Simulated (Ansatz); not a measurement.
## AsF⁻, doublet: reading a ladder of total energies

Geometry: a PBE0/def2-TZVPD stationary point for this spin.

```xyz
2

F     0.0000    0.0000    0.0000
As    0.0000    0.0000    1.8470
```

Basis aug-cc-pVTZ; Ansatz 0.2.0. Correlated methods freeze the noble-gas cores and the filled d shells of p-block atoms, which leaves 13 electrons in 90 orbitals. Prefix R: restricted or restricted open-shell reference; prefix U: unrestricted. No spin–orbit coupling is included, and no scalar relativity.

Full CI isn't at hand for all of this; UCCSDT(Q) serves as the reference, and is uncertain by about the last step of the cluster series.

Runs differ by some tens of microhartree through their thresholds and, for an open shell, their frozen cores, so steps under 0.03 kcal/mol mean nothing.

```
    level  total energy (hartree)
      UHF            -2333.725830
     UMP2            -2334.108860
    UCCSD            -2334.121230
 UCCSD(T)            -2334.136813
   UCCSDT            -2334.137587
UCCSDT(Q)            -2334.138305
```

Task: What is the correlation energy at UCCSDT(Q), and what share of it do UMP2 and UCCSD recover?

Result: E(corr) = -2334.138305 − (-2333.725830) = -0.412475 hartree = -11.224 eV. UMP2: -0.383030 / -0.412475 = 92.86 %. UCCSD: -0.395400 / -0.412475 = 95.86 %.

Task: By how many kcal/mol does UCCSD(T) miss UCCSDT(Q) (1 hartree = 627.509 kcal/mol), and which steps make up the rest?

Result: -2334.136813 − (-2334.138305) = 0.001492 hartree = 0.94 kcal/mol. Steps: UCCSDT − UCCSD(T) = -0.49, UCCSDT(Q) − UCCSDT = -0.45 kcal/mol. Differences between like states or geometries often cancel part of this.
